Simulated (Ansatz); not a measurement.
Geometry optimisation, Ansatz, RKS PBE-D4/def2-SVP.

Input file:

```yaml
crystal:
  periodic: [false, false, false]
  atoms:
    - { symbol: Al, position_ang: [0.024042, -0.411055, -0.477621] }
    - { symbol: Cl, position_ang: [-0.022967, -0.099029, 2.932285] }
    - { symbol: H, position_ang: [1.424348, 0.311075, -0.667145] }
    - { symbol: H, position_ang: [-1.408081, 0.117474, -0.949988] }
    - { symbol: O, position_ang: [0.13576, -2.036568, 0.203369] }
    - { symbol: H, position_ang: [-0.664799, -2.584787, 0.249149] }
    - { symbol: H, position_ang: [0.201298, -1.23551, 2.254252] }
basis:
  gaussian: { orbitals: def2-SVP }
hamiltonian:
  xc: pbe
  dispersion: d4
relax:
  f_tol: 0.03
  max_steps: 50
```

Launched with:

```bash
$ ansatz run input.yaml --threads 1 --pin off --max-ram 2048MiB --backend cpu --events-out ev --progress --plain --runs-dir out
```

**Question.** Where does it end, and by what steps?

**Answer.** The forces met the threshold. After 13 steps the energy has fallen by 1.168 eV; H7 moved furthest, 1.01 Å. Parted: Cl2–H7 (1.34 → 2.44 Å). Joined: Al1–Cl2 (3.42 → 2.19 Å), O5–H7 (2.20 → 0.99 Å).

| step | energy less start (eV) | largest force component (eV/Å) | accepted |
| --- | --- | --- | --- |
| 0 | 0.0000 | 0.700 | yes |
| 1 | -0.1105 | 0.305 | yes |
| 2 | -0.1813 | 0.866 | yes |
| 3 | -0.2607 | 0.981 | yes |
| 4 | -0.3259 | 1.044 | yes |
| 5 | -0.4725 | 1.261 | yes |
| 6 | -0.7112 | 2.266 | yes |
| 7 | -1.0168 | 1.138 | yes |
| 8 | -1.0444 | 1.735 | yes |
| 9 | -1.1377 | 0.911 | yes |
| 10 | -1.1545 | 0.283 | yes |
| 11 | -1.1646 | 0.078 | yes |
| 12 | -1.1666 | 0.051 | yes |
| 13 | -1.1682 | 0.019 | yes |

```xyz
7
Properties=species:S:1:pos:R:3
Al 0.060 -0.057 0.114
Cl -0.038 0.375 2.257
H 1.453 0.274 -0.584
H -1.352 -0.007 -0.643
O 0.140 -2.034 0.566
H -0.653 -2.534 0.285
H 0.080 -1.956 1.550
```

Run time: 25 s on 1 thread of Arm Neoverse V2, with other jobs on the host, peak memory 0.13 GiB.
